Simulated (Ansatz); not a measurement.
**SiH2SO (SMILES O[Si]S): the energy, rung by rung**

SiH2SO has 5 atoms, charge 0, and is taken as a singlet. As SMILES, `O[Si]S`. Geometry: relaxed at PBE0-D4/def2-TZVP. This is one conformer, not always the lowest.

| atom | x (Å) | y (Å) | z (Å) |
| --- | --- | --- | --- |
| O | -1.1947 | -0.6589 | -0.3258 |
| Si | -0.9568 | 0.9513 | -0.0795 |
| S | 1.1677 | 1.1186 | 0.3603 |
| H | -0.4894 | -1.3081 | -0.2672 |
| H | 1.5230 | -0.1765 | 0.2707 |

Each level gives the energy change with the Si2–S3 bond stretched from 2.176 to 2.720 Å (eV). The values are calculated.

| level | kind | program | value (eV) | less FCI/STO-3G | CPU time (all runs) |
| --- | --- | --- | --- | --- | --- |
| HF/STO-3G (restricted) | Hartree–Fock | Ansatz | 2.08 | +0.51 | 0.24 s |
| SVWN5/STO-3G (restricted) | LDA | Ansatz | 1.60 | +0.03 | 1.5 s |
| PBE/STO-3G (restricted) | GGA | Ansatz | 1.43 | -0.14 | 2.3 s |
| PBE0/STO-3G (restricted) | global hybrid | Ansatz | 1.70 | +0.13 | 2.3 s |
| wB97M-V/STO-3G (restricted) | range-separated hybrid | Ansatz | 1.82 | +0.25 | 41 s |
| RPA@PBE/STO-3G (restricted) | RPA | Ansatz | 1.41 | -0.16 | 3.4 s |
| MP2/STO-3G (restricted) | perturbation theory | Ansatz | 1.77 | +0.20 | 0.28 s |
| CCSDT/STO-3G (restricted) | coupled cluster or CI | Ansatz | 1.57 | 0.00 | 0.68 s |
| FCI/STO-3G | exact in the basis | Ansatz | 1.57 | 0.00 | 36 s |

FCI/STO-3G is exact within its basis and frozen core, so for wave-function methods in that basis the difference is their error; functionals converge differently with the basis, so for them it is only a difference. The first shape isn't each level's own minimum. The values span 1.41 to 2.08 eV. All rows use very small basis sets, so even the best lies far from the true value. CPU times are rough (shared hosts, several kinds of processor): they show what a rung costs within a factor of a few.
